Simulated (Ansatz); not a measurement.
We consider cubic perovskite CsSnBr3, described by PBEsol-D3(BJ) in Ansatz (plane waves, PAW).

Input file:

Ansatz 0.2 input:
```yaml
crystal:
  lattice:
    - [5.6875806656, 0.0, 0.0]
    - [0.0, 5.6875806656, 0.0]
    - [0.0, 0.0, 5.6875806656]
  atoms:
    - { symbol: Cs, position: [0.0, 0.0, 0.0] }
    - { symbol: Sn, position: [0.5, 0.5, 0.5] }
    - { symbol: Br, position: [0.5, 0.0, 0.5] }
    - { symbol: Br, position: [0.0, 0.5, 0.5] }
    - { symbol: Br, position: [0.5, 0.5, 0.0] }
basis:
  ecutwfc: 520
  ecutrho_ratio: 4
  xc_grid: 2
kpoints:
  mp_grid: { grid: [6, 6, 6] }
  band_path:
    path:
      - [0.0, 0.0, 0.0]
      - [0.0, 0.1, 0.0]
      - [0.0, 0.2, 0.0]
      - [0.0, 0.3, 0.0]
      - [0.0, 0.4, 0.0]
      - [0.0, 0.5, 0.0]
      - [0.1, 0.5, 0.0]
      - [0.2, 0.5, 0.0]
      - [0.3, 0.5, 0.0]
      - [0.4, 0.5, 0.0]
      - [0.5, 0.5, 0.0]
      - [0.428571, 0.428571, 0.0]
      - [0.357143, 0.357143, 0.0]
      - [0.285714, 0.285714, 0.0]
      - [0.214286, 0.214286, 0.0]
      - [0.142857, 0.142857, 0.0]
      - [0.071429, 0.071429, 0.0]
      - [0.055556, 0.055556, 0.055556]
      - [0.111111, 0.111111, 0.111111]
      - [0.166667, 0.166667, 0.166667]
      - [0.222222, 0.222222, 0.222222]
      - [0.277778, 0.277778, 0.277778]
      - [0.333333, 0.333333, 0.333333]
      - [0.388889, 0.388889, 0.388889]
      - [0.444444, 0.444444, 0.444444]
      - [0.5, 0.5, 0.5]
      - [0.428571, 0.5, 0.428571]
      - [0.357143, 0.5, 0.357143]
      - [0.285714, 0.5, 0.285714]
      - [0.214286, 0.5, 0.214286]
      - [0.142857, 0.5, 0.142857]
      - [0.071429, 0.5, 0.071429]
      - [0.5, 0.5, 0.4]
      - [0.5, 0.5, 0.3]
      - [0.5, 0.5, 0.2]
      - [0.5, 0.5, 0.1]
    npoints: 1
hamiltonian:
  xc: pbesol
  dispersion: d3bj
  pseudopotentials: { kind: paw }
scf:
  occupations: { method: fermi_dirac, width: 0.01 }
  convergence: { dr2_threshold: 0.0000000005 }
output:
  forces: true
  stress: true
  eigenvalues: true
  write_bands: true
```

Output (set-up and result lines):

```
Crystal: 5 atoms, lattice volume = 183.985 Å³
Basis set: ecut = 520 eV, 4945 PW (Γ), exchange–correlation on 90×90×90 points (8 copies of the dense FFT grid, shifted against one another)
Bands: 27, of which v1, the nominal top of the filled ones, is band 22 counted from 1 (21 counted from 0)
Symmetry: 48 space group operations
Space group: Pm-3m (ITA 221), of the structure as read, at distance tolerance 5.7e-5 Å
k-points: 20 of 216
Functional: x = pbesol(κ = 0.804, μ = 0.12345679012345678), c = pbesol(β = 0.046)
SCF iter   1: F=—  HF=-19752.149762 eV  |F-HF|=—  |Δ(HF+E_count)|=         —  Δρ=1.65e-3  dr2=8.50e-3
SCF iter   2: F=—  HF=-19752.148131 eV  |F-HF|=—  |Δ(HF+E_count)|=   1.63e-3  Δρ=9.81e-4  dr2=3.00e-3
  ...
SCF iter   7: F=—  HF=-19752.147591 eV  |F-HF|=—  |Δ(HF+E_count)|=   1.57e-7  Δρ=1.06e-6  dr2=2.09e-9
SCF iter   8: F=-19752.147591 eV  HF=-19752.147591 eV  |F-HF|=6.55e-11  |Δ(HF+E_count)|=   4.74e-9  Δρ=2.81e-7  dr2=1.36e-10
SCF 1 converged in 8 iterations: F = -19752.147591 eV  dr2 = 1.36e-10
SCF converged after 8 iterations
Free energy (F): -19752.147591 eV
Internal energy: -19752.147396 eV  (E = F + TS)
E sigma→0 (E₀):  -19752.147494 eV
Fermi energy:    5.653460 eV
--- Stress (GPa, compression-positive) ---
       -0.014266      -0.000000       0.000000
        0.000000      -0.014266       0.000000
        0.000000       0.000000      -0.014266
  P = ⅓ Tr σ = -0.0143 GPa (-0.143 kbar)
```

The PAW data were made under PBE.

Ansatz is an electronic-structure program.
